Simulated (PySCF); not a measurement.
Species: C5H12O.
Bonds: C1–C2, C2–C3, C3–O4, O4–C5, C5–C6. Hydrogens: H7, H8, H9 on C1; H10, H11 on C2; H12, H13 on C3; H14, H15 on C5; H16, H17, H18 on C6.

The geometry is computed with GFN2-xTB (gas phase).

Q: List the bond lengths, angles and torsions at this level.

A: 
```
                  bond  length (pm)   order
                 C1–C2        152.3  single
                 C2–C3        152.4  single
                 C3–O4        140.7  single
                 O4–C5        140.8  single
                 C5–C6        152.0  single
   C1–H7, C1–H8, C1–H9        108.8  single
        C2–H10, C2–H11        109.1  single
        C3–H12, C3–H13        110.3  single
        C5–H14, C5–H15        110.3  single
C6–H16, C6–H17, C6–H18        108.6  single
```

Bonds in one row agree within 1 pm and their mean is given. Orders are formal, as drawn. A selection of angles:
```
     angle  degrees
  C2–C1–H7    110.6
  C2–C1–H8    110.4
  H7–C1–H8    108.5
  C1–C2–C3    111.6
 C1–C2–H10    110.3
 C3–C2–H10    108.5
H10–C2–H11    107.7
  C2–C3–O4    109.0
 C2–C3–H12    110.2
 O4–C3–H12    110.0
H12–C3–H13    107.5
  C3–O4–C5    113.2
  O4–C5–C6    109.0
 O4–C5–H14    109.8
 C6–C5–H14    110.3
H14–C5–H15    107.7
 C5–C6–H16    109.9
H16–C6–H17    109.3
```

Torsions: C1–C2–C3–O4 180° (antiperiplanar); C2–C3–O4–C5 180° (antiperiplanar); C3–O4–C5–C6 180° (antiperiplanar).

Of the pairs four or more bonds apart, H13···H14 is among the closest relative to their van der Waals radii: 2.39 Å, 100 % of the sum of Bondi's values. The 6 heavy atoms lie in one plane (0.001 Å rms).

Point group: Cs (tolerance 0.08 Å). No GFN2-xTB frequencies stand behind this structure, so it isn't proved a minimum. The numbers are those of one conformer.
